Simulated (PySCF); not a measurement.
Fill in the blanks.

Compound: C₄H₂F₂.
SMILES with atom numbers: `[CH:1]#[C:2]/[C:3]([F:4])=[CH:5]\[F:6]` (hydrogens: H7 on C1; H8 on C5)

```csv
property,level,value
point group,PBE0-D3(BJ)/def2-SVP,?
"rotational constants A, B, C",PBE0-D3(BJ)/def2-SVP,"4.540, 3.347, 1.926 GHz"
dipole moment,wB97X-D/def2-SVPD,0.41 D
HOMO energy,wB97X-D/def2-SVPD,-9.08 eV
LUMO energy,wB97X-D/def2-SVPD,0.55 eV
lowest singlet excitation,TDDFT wB97X-D/def2-SVPD,"5.44 eV (228 nm, f = 0.000)"
strongest line among the 10 lowest singlet transitions,TDDFT wB97X-D/def2-SVPD,?
lowest triplet excitation (Tamm–Dancoff),TDA wB97X-D/def2-SVPD,?
static isotropic polarisability,wB97X-D/def2-SVPD,50.9 au
vertical ionisation energy,ΔSCF wB97X-D/def2-SVPD,?
electronic spatial extent ⟨r²⟩ about the centre of nuclear charge,wB97X-D/def2-SVPD,555 bohr²
13C chemical shifts (computed TMS as zero) by class,GIAO CAM-B3LYP/pcSseg-2,?
1H chemical shifts (computed TMS as zero) by class,GIAO CAM-B3LYP/pcSseg-2,"7.82 (H8), 3.81 (H7) ppm"
"isotropic shieldings of nuclei other than C and H, by class",GIAO CAM-B3LYP/pcSseg-2,?
largest of the computed one-bond spin–spin couplings (means over like bonds),B3LYP/pcJ-1,"19F–13C -347.2 (F6–C5), 19F–13C -303.3 (F4–C3), 13C–1H +281.1 (C1–H7), 13C–13C +222.1 (C1–C2), 13C–1H +211.9 (C5–H8), 13C–13C +126.7 (C3–C5), 13C–13C +125.6 (C2–C3) Hz"
```

The electronic properties come from PySCF, for the isolated species, density fitting. Isolated species at its PBE0-D3(BJ)/def2-SVP geometry, gas phase.

Task: Give the strongest line among the 10 lowest singlet transitions.

Result: S10 at 8.58 eV (145 nm, f = 0.266).

Task: What are the isotropic shieldings of nuclei other than C and H, by class?

Result: 347 (F6), 354 (F4) ppm.

Task: What is the lowest triplet excitation (Tamm–Dancoff)?

Result: 3.41 eV.

Task: Give the vertical ionisation energy.

Result: 9.51 eV.

Task: Give the point group.

Result: Cs.

Task: What are the 13C chemical shifts (computed TMS as zero) by class?

Result: 166.3 (C5), 153.3 (C3), 104.3 (C1), 73.9 (C2) ppm.

The largest Löwdin shares of the HOMO are 0.24 on C5, 0.20 on C3, 0.19 on C1 and 0.14 on C2. No computed singlet falls in the visible range (750 to 380 nm, 1.65 to 3.26 eV); S1 lies 2.18 eV above its blue end. The polarisability is 7.54 Å³ as a volume (1 au = 0.148185 Å³), or 1.16 au for each of the 44 electrons. With B = h/(8π²I), that is 505.379 GHz u Å² over I, the principal moments of inertia are 111.3, 151.0 and 262.3 u Å² (most abundant isotopes).

For the spin–spin coupling job (B3LYP/pcJ-1), time: 25 s of wall time. Hardware: Arm Neoverse V1, one thread (shared host).
